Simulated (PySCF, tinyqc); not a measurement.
RHF in the sto-6g basis, for HF, spin multiplicity 1, step by step. The lowest restricted solution is unstable here: a spin-polarised one lies 0.0493 hartree lower (PySCF). Computed by tinyqc, a small Python program that keeps every step (integrals from PySCF). Settings: charge = 0, multiplicity = 1, basis = sto-6g, energy threshold = 1e-10, iteration cap = 59, orthogonalisation = symmetric, start = highest core orbitals, DIIS depth = 6, method = RHF. Command: `OMP_NUM_THREADS=1 python tinyqc.py 29876 29877 out.jsonl` (the two numbers bound the seeds that draw the settings). One thread of a shared host (Intel(R) Xeon(R) Processor @ 2.60GHz), about 0.08 s of CPU time with the checks. Later iterations appear only in the table of the cycle.

## One-electron integrals

Geometry (angstrom):
```
atom,x,y,z
F,0.000000,0.000000,0.000000
H,0.000000,0.000000,1.467000
```

Basis sto-6g: exponents (1/bohr^2) and contraction coefficients of normalised primitives:
```
element,l (shell),exponent,coefficient
F,s (1),1728.626574,0.009164
F,s (1),316.941790,0.049361
F,s (1),88.668891,0.168538
F,s (1),30.460157,0.370563
F,s (1),11.828570,0.416492
F,s (1),4.871659,0.130334
F,s (2),67.032281,-0.013253
F,s (2),13.267438,-0.046992
F,s (2),4.123510,-0.033785
F,s (2),1.586463,0.250242
F,s (2),0.689002,0.595117
F,s (2),0.315820,0.240706
F,p (3),67.032281,0.003760
F,p (3),13.267438,0.037679
F,p (3),4.123510,0.173897
F,p (3),1.586463,0.418036
F,p (3),0.689002,0.425860
F,p (3),0.315820,0.101708
H,s (1),35.523221,0.009164
H,s (1),6.513144,0.049361
H,s (1),1.822143,0.168538
H,s (1),0.625955,0.370563
H,s (1),0.243077,0.416492
H,s (1),0.100112,0.130334
```

Overlap, kinetic and nuclear-attraction integrals over the contracted functions; the nuclear repulsion is the sum of Za Zb / Rab.

nuclear repulsion = 3.24648596 hartree

overlap S:
```
,1F 1s,1F 2s,1F 2px,1F 2py,1F 2pz,2H 1s
1F 1s,1.000000,0.232479,0.000000,0.000000,0.000000,0.014159
1F 2s,0.232479,1.000000,0.000000,0.000000,0.000000,0.177703
1F 2px,0.000000,0.000000,1.000000,0.000000,0.000000,0.000000
1F 2py,0.000000,0.000000,0.000000,1.000000,0.000000,0.000000
1F 2pz,0.000000,0.000000,0.000000,0.000000,1.000000,0.161727
2H 1s,0.014159,0.177703,0.000000,0.000000,0.161727,1.000000
```

kinetic energy T (hartree):
```
,1F 1s,1F 2s,1F 2px,1F 2py,1F 2pz,2H 1s
1F 1s,37.397730,-1.143349,0.000000,0.000000,0.000000,-0.004396
1F 2s,-1.143349,1.082297,0.000000,0.000000,0.000000,-0.011201
1F 2px,0.000000,0.000000,3.251325,0.000000,0.000000,0.000000
1F 2py,0.000000,0.000000,0.000000,3.251325,0.000000,0.000000
1F 2pz,0.000000,0.000000,0.000000,0.000000,3.251325,0.026029
2H 1s,-0.004396,-0.011201,0.000000,0.000000,0.026029,0.768522
```

nuclear attraction V (hartree):
```
,1F 1s,1F 2s,1F 2px,1F 2py,1F 2pz,2H 1s
1F 1s,-78.183172,-7.949570,0.000000,0.000000,-0.006223,-0.552852
1F 2s,-7.949570,-11.836108,0.000000,0.000000,-0.073569,-1.413186
1F 2px,0.000000,0.000000,-11.824822,0.000000,0.000000,0.000000
1F 2py,0.000000,0.000000,0.000000,-11.824822,0.000000,0.000000
1F 2pz,-0.006223,-0.073569,0.000000,0.000000,-11.857157,-1.095279
2H 1s,-0.552852,-1.413186,0.000000,0.000000,-1.095279,-4.471157
```

core Hamiltonian H = T + V (hartree):
```
,1F 1s,1F 2s,1F 2px,1F 2py,1F 2pz,2H 1s
1F 1s,-40.785443,-9.092919,0.000000,0.000000,-0.006223,-0.557248
1F 2s,-9.092919,-10.753812,0.000000,0.000000,-0.073569,-1.424387
1F 2px,0.000000,0.000000,-8.573496,0.000000,0.000000,0.000000
1F 2py,0.000000,0.000000,0.000000,-8.573496,0.000000,0.000000
1F 2pz,-0.006223,-0.073569,0.000000,0.000000,-8.605831,-1.069250
2H 1s,-0.557248,-1.424387,0.000000,0.000000,-1.069250,-3.702635
```

## Two-electron integrals

Functions are numbered as in S; the eight-fold symmetry (ij|kl) = (ji|kl) = (kl|ij) leaves the list below.

Two-electron integrals (ij|kl) in chemists' order, unique and non-zero (hartree):
```
i,j,k,l,(ij|kl)
1,1,1,1,5.406240
2,1,1,1,0.768129
2,1,2,1,0.138909
2,2,1,1,1.266271
2,2,2,1,0.283987
2,2,2,2,0.926367
3,1,3,1,0.029452
3,2,3,1,0.044681
3,2,3,2,0.204753
3,3,1,1,1.266273
3,3,2,1,0.283987
3,3,2,2,0.926366
3,3,3,3,0.998085
4,1,4,1,0.029452
4,2,4,1,0.044681
4,2,4,2,0.204753
4,3,4,3,0.053789
4,4,1,1,1.266273
4,4,2,1,0.283987
4,4,2,2,0.926366
4,4,3,3,0.890506
4,4,4,4,0.998085
5,1,5,1,0.029452
5,2,5,1,0.044681
5,2,5,2,0.204753
5,3,5,3,0.053789
5,4,5,4,0.053789
5,5,1,1,1.266273
5,5,2,1,0.283987
5,5,2,2,0.926366
5,5,3,3,0.890506
5,5,4,4,0.890506
5,5,5,5,0.998085
6,1,1,1,0.049656
6,1,2,1,0.008619
6,1,2,2,0.017276
6,1,3,3,0.017248
6,1,4,4,0.017248
6,1,5,1,0.000374
6,1,5,2,0.000737
6,1,5,5,0.017331
6,1,6,1,0.000544
6,2,1,1,0.145143
6,2,2,1,0.033133
6,2,2,2,0.123076
6,2,3,3,0.121307
6,2,4,4,0.121307
6,2,5,1,0.002403
6,2,5,2,0.019173
6,2,5,5,0.126613
6,2,6,1,0.002062
6,2,6,2,0.021713
6,3,3,1,0.003413
6,3,3,2,0.020423
6,3,5,3,0.003889
6,3,6,3,0.002946
6,4,4,1,0.003413
6,4,4,2,0.020423
6,4,5,4,0.003889
6,4,6,4,0.002946
6,5,1,1,0.108129
6,5,2,1,0.024999
6,5,2,2,0.099090
6,5,3,3,0.095235
6,5,4,4,0.095235
6,5,5,1,0.004896
6,5,5,2,0.034163
6,5,5,5,0.106802
6,5,6,1,0.001612
6,5,6,2,0.021439
6,5,6,5,0.023821
6,6,1,1,0.359012
6,6,2,1,0.083424
6,6,2,2,0.356632
6,6,3,3,0.347672
6,6,4,4,0.347672
6,6,5,1,0.005997
6,6,5,2,0.068614
6,6,5,5,0.374551
6,6,6,1,0.005200
6,6,6,2,0.088674
6,6,6,5,0.100823
6,6,6,6,0.774999
```

## Orthogonalisation

S = U s U^T; symmetric (Loewdin) form X = U s^(-1/2) U^T, so that X^T S X = 1.

eigenvalues of S: 0.695152  0.872152  1.000000  1.000000  1.113704  1.318992

X:
```
,1F 1s,1F 2s,1F 2px,1F 2py,1F 2pz,2H 1s
1F 1s,1.021308,-0.121871,0.000000,0.000000,-0.001353,0.009244
1F 2s,-0.121871,1.034110,0.000000,0.000000,0.011544,-0.094189
1F 2px,0.000000,0.000000,1.000000,0.000000,0.000000,0.000000
1F 2py,0.000000,0.000000,0.000000,1.000000,0.000000,0.000000
1F 2pz,-0.001353,0.011544,0.000000,0.000000,1.010247,-0.083952
2H 1s,0.009244,-0.094189,0.000000,0.000000,-0.083952,1.022812
```

## Starting guess

The start is the highest orbitals of the core Hamiltonian (a deliberately bad start); D = 2 C_occ C_occ^T.

D at the start:
```
,1F 1s,1F 2s,1F 2px,1F 2py,1F 2pz,2H 1s
1F 1s,0.104023,-0.476032,0.000000,0.000000,-0.009652,0.057850
1F 2s,-0.476032,2.186129,0.000000,0.000000,0.063341,-0.391630
1F 2px,0.000000,0.000000,2.000000,0.000000,0.000000,0.000000
1F 2py,0.000000,0.000000,0.000000,2.000000,0.000000,0.000000
1F 2pz,-0.009652,0.063341,0.000000,0.000000,2.055562,-0.343556
2H 1s,0.057850,-0.391630,0.000000,0.000000,-0.343556,2.124295
```

## Iteration 1: building the Fock matrix

J_ij = sum D_kl (ij|kl), K_ij = sum D_kl (ik|jl); F = H + J - 0.5 K; E = tr D H + tr D J / 2 - 0.25 tr D K + E_nn.

Coulomb J (hartree):
```
,1F 1s,1F 2s,1F 2px,1F 2py,1F 2pz,2H 1s
1F 1s,10.847702,2.423270,0.000000,0.000000,0.012627,0.147815
1F 2s,2.423270,8.091278,0.000000,0.000000,0.132427,1.157352
1F 2px,0.000000,0.000000,8.074278,0.000000,0.000000,0.000000
1F 2py,0.000000,0.000000,0.000000,8.074278,0.000000,0.000000
1F 2pz,0.012627,0.132427,0.000000,0.000000,8.125258,0.989987
2H 1s,0.147815,1.157352,0.000000,0.000000,0.989987,4.414939
```

exchange K (hartree):
```
,1F 1s,1F 2s,1F 2px,1F 2py,1F 2pz,2H 1s
1F 1s,0.312981,0.294849,0.000000,0.000000,0.000297,0.024560
1F 2s,0.294849,2.949512,0.000000,0.000000,0.014050,0.419324
1F 2px,0.000000,0.000000,2.610440,0.000000,0.000000,0.000000
1F 2py,0.000000,0.000000,0.000000,2.610440,0.000000,0.000000
1F 2pz,0.000297,0.014050,0.000000,0.000000,2.625949,0.328010
2H 1s,0.024560,0.419324,0.000000,0.000000,0.328010,1.617192
```

Fock matrix F (hartree):
```
,1F 1s,1F 2s,1F 2px,1F 2py,1F 2pz,2H 1s
1F 1s,-30.094232,-6.817073,0.000000,0.000000,0.006256,-0.421713
1F 2s,-6.817073,-4.137290,0.000000,0.000000,0.051833,-0.476697
1F 2px,0.000000,0.000000,-1.804438,0.000000,0.000000,0.000000
1F 2py,0.000000,0.000000,0.000000,-1.804438,0.000000,0.000000
1F 2pz,0.006256,0.051833,0.000000,0.000000,-1.793548,-0.243268
2H 1s,-0.421713,-0.476697,0.000000,0.000000,-0.243268,-0.096293
```

total energy of this density = -43.48507199 hartree

## Iteration 1: diagonalisation and new density

Diagonalise F' = X^T F X, C = X C', fill 5 alpha and 5 beta electrons from the bottom; D = 2 C_occ C_occ^T. Each column has its largest component positive (the first on a tie).

F' = X^T F X (hartree):
```
,1,2,3,4,5,6
1,-29.761707,-3.002881,0.000000,0.000000,-0.002568,-0.049474
2,-3.002881,-3.069205,0.000000,0.000000,0.057403,-0.160307
3,0.000000,0.000000,-1.804438,0.000000,0.000000,0.000000
4,0.000000,0.000000,0.000000,-1.804438,0.000000,0.000000
5,-0.002568,0.057403,0.000000,0.000000,-1.788280,-0.102831
6,-0.049474,-0.160307,0.000000,0.000000,-0.102831,-0.014321
```

orbital energies (hartree): MO1 -30.095506, MO2 -2.746999, MO3 -1.804438, MO4 -1.804438, MO5 -1.791778, MO6 0.000772

coefficients C:
```
,MO1,MO2,MO3,MO4,MO5,MO6
1F 1s,1.001618,-0.232794,0.000000,0.000000,-0.012587,0.020465
1F 2s,-0.007126,1.032490,0.000000,0.000000,0.058188,-0.154176
1F 2px,0.000000,0.000000,0.010598,0.999944,0.000000,0.000000
1F 2py,0.000000,0.000000,0.999944,-0.010598,0.000000,0.000000
1F 2pz,-0.000383,-0.047331,0.000000,0.000000,1.002391,-0.144061
2H 1s,0.001069,-0.034493,0.000000,0.000000,-0.025007,1.029725
```

D after iteration 1:
```
,1F 1s,1F 2s,1F 2px,1F 2py,1F 2pz,2H 1s
1F 1s,2.115182,-0.496456,0.000000,0.000000,-0.003965,0.018831
1F 2s,-0.496456,2.138943,0.000000,0.000000,0.018922,-0.074153
1F 2px,0.000000,0.000000,2.000000,0.000000,0.000000,0.000000
1F 2py,0.000000,0.000000,0.000000,2.000000,0.000000,0.000000
1F 2pz,-0.003965,0.018922,0.000000,0.000000,2.014055,-0.046870
2H 1s,0.018831,-0.074153,0.000000,0.000000,-0.046870,0.003633
```

Within a degenerate level the vectors are fixed only up to a rotation; this is one choice.

## Iteration 2: building the Fock matrix

As before.

Coulomb J (hartree):
```
,1F 1s,1F 2s,1F 2px,1F 2py,1F 2pz,2H 1s
1F 1s,20.967923,3.795524,0.000000,0.000000,0.000678,0.236929
1F 2s,3.795524,9.923488,0.000000,0.000000,0.001626,1.273465
1F 2px,0.000000,0.000000,9.923572,0.000000,0.000000,0.000000
1F 2py,0.000000,0.000000,0.000000,9.923572,0.000000,0.000000
1F 2pz,0.000678,0.001626,0.000000,0.000000,9.923314,1.008152
2H 1s,0.236929,1.273465,0.000000,0.000000,1.008152,3.567374
```

exchange K (hartree):
```
,1F 1s,1F 2s,1F 2px,1F 2py,1F 2pz,2H 1s
1F 1s,11.147301,1.802289,0.000000,0.000000,0.000180,0.123260
1F 2s,1.802289,3.205962,0.000000,0.000000,0.004389,0.378747
1F 2px,0.000000,0.000000,2.664716,0.000000,0.000000,0.000000
1F 2py,0.000000,0.000000,0.000000,2.664716,0.000000,0.000000
1F 2pz,0.000180,0.004389,0.000000,0.000000,2.666435,0.249017
2H 1s,0.123260,0.378747,0.000000,0.000000,0.249017,0.086515
```

Fock matrix F (hartree):
```
,1F 1s,1F 2s,1F 2px,1F 2py,1F 2pz,2H 1s
1F 1s,-25.391170,-6.198539,0.000000,0.000000,-0.005635,-0.381949
1F 2s,-6.198539,-2.433305,0.000000,0.000000,-0.074138,-0.340295
1F 2px,0.000000,0.000000,0.017718,0.000000,0.000000,0.000000
1F 2py,0.000000,0.000000,0.000000,0.017718,0.000000,0.000000
1F 2pz,-0.005635,-0.074138,0.000000,0.000000,-0.015735,-0.185607
2H 1s,-0.381949,-0.340295,0.000000,0.000000,-0.185607,-0.178519
```

total energy of this density = -98.88452937 hartree

## Iteration 2: DIIS over 2 matrices

error matrix X^T (FDS - SDF) X:
```
,1,2,3,4,5,6
1,0.000000,0.005516,0.000000,0.000000,0.005073,-0.110008
2,-0.005516,0.000000,0.000000,0.000000,0.008760,0.192416
3,0.000000,0.000000,0.000000,0.000000,0.000000,0.000000
4,0.000000,0.000000,0.000000,0.000000,0.000000,0.000000
5,-0.005073,-0.008760,0.000000,0.000000,0.000000,0.351681
6,0.110008,-0.192416,0.000000,0.000000,-0.351681,0.000000
```

B (overlaps of the stored error matrices):
```
,1,2
1,2.1356337e-01,-2.9536184e-03
2,-2.9536184e-03,3.4587665e-01
```

Minimise |sum c_i e_i|^2 with sum c_i = 1: solve [B -1; -1 0][c; lambda] = [0; -1] with B_ij = tr e_i^T e_j, and take F = sum c_i F_i.

DIIS coefficients: 0.617019  0.382981

extrapolated F (hartree):
```
,1F 1s,1F 2s,1F 2px,1F 2py,1F 2pz,2H 1s
1F 1s,-28.293051,-6.580187,0.000000,0.000000,0.001702,-0.406484
1F 2s,-6.580187,-3.484697,0.000000,0.000000,0.003589,-0.424458
1F 2px,0.000000,0.000000,-1.106588,0.000000,0.000000,0.000000
1F 2py,0.000000,0.000000,0.000000,-1.106588,0.000000,0.000000
1F 2pz,0.001702,0.003589,0.000000,0.000000,-1.112680,-0.221185
2H 1s,-0.406484,-0.424458,0.000000,0.000000,-0.221185,-0.127784
```

## Iteration 2: diagonalisation and new density

As before.

F' = X^T F X (hartree):
```
,1,2,3,4,5,6
1,-27.932062,-3.055891,0.000000,0.000000,-0.003363,-0.039057
2,-3.055891,-2.415491,0.000000,0.000000,0.016113,-0.160108
3,0.000000,0.000000,-1.106588,0.000000,0.000000,0.000000
4,0.000000,0.000000,0.000000,-1.106588,0.000000,0.000000
5,-0.003363,0.016113,0.000000,0.000000,-1.098483,-0.129984
6,-0.039057,-0.160108,0.000000,0.000000,-0.129984,-0.051261
```

orbital energies (hartree): MO1 -28.293052, MO2 -2.066493, MO3 -1.114367, MO4 -1.106588, MO5 -1.106588, MO6 -0.023384

coefficients C:
```
,MO1,MO2,MO3,MO4,MO5,MO6
1F 1s,0.999981,-0.239559,0.000083,0.000000,0.000000,0.025658
1F 2s,0.000067,1.031002,-0.002601,0.000000,0.000000,-0.173983
1F 2px,0.000000,0.000000,0.000000,-0.006423,0.999979,0.000000
1F 2py,0.000000,0.000000,0.000000,0.999979,0.006423,0.000000
1F 2pz,-0.000097,-0.001546,0.992636,0.000000,0.000000,-0.206038
2H 1s,0.000213,-0.016085,0.040649,0.000000,0.000000,1.029679
```

D after iteration 2:
```
,1F 1s,1F 2s,1F 2px,1F 2py,1F 2pz,2H 1s
1F 1s,2.114703,-0.493838,0.000000,0.000000,0.000711,0.008139
1F 2s,-0.493838,2.125944,0.000000,0.000000,-0.008350,-0.033378
1F 2px,0.000000,0.000000,2.000000,0.000000,0.000000,0.000000
1F 2py,0.000000,0.000000,0.000000,2.000000,0.000000,0.000000
1F 2pz,0.000711,-0.008350,0.000000,0.000000,1.970659,0.080749
2H 1s,0.008139,-0.033378,0.000000,0.000000,0.080749,0.003822
```

Within a degenerate level the vectors are fixed only up to a rotation; this is one choice.

## Iteration 21 (converged): orbitals

converged F (hartree):
```
,1F 1s,1F 2s,1F 2px,1F 2py,1F 2pz,2H 1s
1F 1s,-26.267057,-6.372675,0.000000,0.000000,-0.010447,-0.393413
1F 2s,-6.372675,-2.881577,0.000000,0.000000,-0.005576,-0.418311
1F 2px,0.000000,0.000000,-0.473718,0.000000,0.000000,0.000000
1F 2py,0.000000,0.000000,0.000000,-0.473718,0.000000,0.000000
1F 2pz,-0.010447,-0.005576,0.000000,0.000000,-0.180916,-0.340002
2H 1s,-0.393413,-0.418311,0.000000,0.000000,-0.340002,-0.200018
```

As before.

F' = X^T F X (hartree):
```
,1,2,3,4,5,6
1,-25.861246,-3.163071,0.000000,0.000000,-0.019335,-0.019691
2,-3.163071,-1.794077,0.000000,0.000000,0.036297,-0.207461
3,0.000000,0.000000,-0.473718,0.000000,0.000000,0.000000
4,0.000000,0.000000,0.000000,-0.473718,0.000000,0.000000
5,-0.019335,0.036297,0.000000,0.000000,-0.127993,-0.326189
6,-0.019691,-0.207461,0.000000,0.000000,-0.326189,-0.095758
```

orbital energies (hartree): MO1 -26.270106, MO2 -1.416686, MO3 -0.473718, MO4 -0.473718, MO5 -0.425879, MO6 0.233596

coefficients C:
```
,MO1,MO2,MO3,MO4,MO5,MO6
1F 1s,0.997275,-0.247612,0.000000,0.000000,0.031420,0.033948
1F 2s,0.011526,1.014244,0.000000,0.000000,-0.169256,-0.189131
1F 2px,0.000000,0.000000,0.063503,0.997982,0.000000,0.000000
1F 2py,0.000000,0.000000,0.997982,-0.063503,0.000000,0.000000
1F 2pz,0.000573,0.008191,0.000000,0.000000,0.690940,-0.741833
2H 1s,-0.001144,0.063613,0.000000,0.000000,0.626537,0.815815
```

D after iteration 21:
```
,1F 1s,1F 2s,1F 2px,1F 2py,1F 2pz,2H 1s
1F 1s,2.113714,-0.489925,0.000000,0.000000,0.040506,0.005587
1F 2s,-0.489925,2.114943,0.000000,0.000000,-0.217264,-0.083079
1F 2px,0.000000,0.000000,2.000000,0.000000,0.000000,0.000000
1F 2py,0.000000,0.000000,0.000000,2.000000,0.000000,0.000000
1F 2pz,0.040506,-0.217264,0.000000,0.000000,0.954930,0.866840
2H 1s,0.005587,-0.083079,0.000000,0.000000,0.866840,0.793193
```

Within a degenerate level the vectors are fixed only up to a rotation; this is one choice.

## Convergence

Stop when the energy changes by less than 1e-10 hartree and every element of the error matrix X^T (F D S - S D F) X is below 3e-06.

Course of the cycle:
```
iteration,E (hartree),change,largest element of the error matrix
1,-43.48507199,-,3.26e-01
2,-98.88452937,-5.54e+01,3.52e-01
3,-98.93857481,-5.40e-02,3.97e-01
4,-98.92489429,1.37e-02,3.87e-01
5,-98.92324350,1.65e-03,3.84e-01
6,-99.04166060,-1.18e-01,4.36e-01
7,-98.74954185,2.92e-01,1.63e-01
8,-98.63624486,1.13e-01,2.69e-01
9,-98.64535008,-9.11e-03,2.78e-11
10,-98.95788538,-3.13e-01,4.07e-01
11,-98.95788538,0.000000,4.07e-01
12,-98.95788538,4.26e-14,4.07e-01
13,-98.95788538,-4.26e-14,4.07e-01
14,-98.95788538,0.000000,4.07e-01
15,-98.95788538,-1.42e-14,4.07e-01
16,-99.31169330,-3.54e-01,2.48e-01
17,-99.35487686,-4.32e-02,2.03e-02
18,-99.35534051,-4.64e-04,4.03e-03
19,-99.35535134,-1.08e-05,6.36e-05
20,-99.35535134,-3.56e-09,3.87e-07
21,-99.35535134,-1.14e-13,3.39e-09
```

PySCF RHF in the same basis = -99.35535134 hartree

Converged in 21 iterations.

## Populations, bond orders and dipole

Mulliken: Z minus the diagonal of D S on the atom; Loewdin: the same with S^(1/2) D S^(1/2); Mayer order: 2 sum_s sum (D(s) S)_ij (D(s) S)_ji over the two atoms.

Charges (e):
```
atom,Mulliken,Loewdin
1F,-0.081300,-0.072999
2H,0.081300,0.072999
```

Mayer bond orders:
```
pair,order
2-1,0.993390
```

dipole moment about the origin, x y z (debye): 0.000000  0.000000  0.962995
